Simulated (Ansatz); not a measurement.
System: cuprite Cu2O. Method: revPBE (Ansatz, a first-principles code, PAW).

Total energies, extrapolated to zero smearing (they compare only within this program, potentials and cutoff; free atoms with spin allowed, lowest state found):

```json
[
 {"system": "cuprite Cu2O, relaxed", "energy (eV/atom)": "-4608.4029"},
 {"system": "free Cu atom", "energy (eV/atom)": "-6625.7632"},
 {"system": "free O atom", "energy (eV/atom)": "-563.5243"}
]
```

Q: Work out the cohesive energy per atom.

A: E_coh = [2 × (-6625.7632) + 1 × (-563.5243)]/3 − (-4608.4029) = 3.39 eV/atom. The reference value is 3.79 ± 0.03 eV/atom (worked out here from tabulated enthalpies at 298 K, copied from a table, unchecked, brought to a static lattice with a Debye model, atoms in their spin–orbit ground levels; inputs from the CRC Handbook), a difference of -0.40 eV/atom.

The PAW data were made under PBE.
